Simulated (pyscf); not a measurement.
PySCF, gas phase, ωB97X-D3(BJ)/def2-SVP geometries.

Q: Estimate the classical barrier height and the reaction energy of `[ClH]` + `[SH][Sn]([Cl])([Cl])[Cl]` → `[Cl][Sn]([Cl])([Cl])[Cl]` + `[SH2]` at ωB97M-D3(BJ)/def2-TZVP. The step runs on the singlet surface, breaks Cl–H, S–Sn and forms Cl–Sn, H–S; take the separated reactants as zero.

A: ΔE‡ = 16.6 kcal/mol, ΔE = -4.5 kcal/mol. Zero-point energy shifts the barrier by 0.0 kcal/mol. It is a four-centre exchange, with an imaginary mode of 831i cm⁻¹. On the reactant side the descent ends in a complex (not fully relaxed), 4.7 kcal/mol under the separated species and 17.6 kcal/mol under the saddle at ωB97X-D3(BJ)/def2-TZVP. On the product side the descent ends in an adduct with a S–Sn contact, 6.6 kcal/mol under the separated species and 23.0 kcal/mol under the saddle at ωB97X-D3(BJ)/def2-TZVP. What is counted as broken (S–Sn) persists as a longer contact in the product adduct; parting that adduct is a step of its own. At ωB97X-D3(BJ) the barrier from the zero used here is 12.9 kcal/mol. One saddle was located; it need not be the lowest between these sides. Elements past Kr carry the def2 core potentials, without spin-orbit coupling.
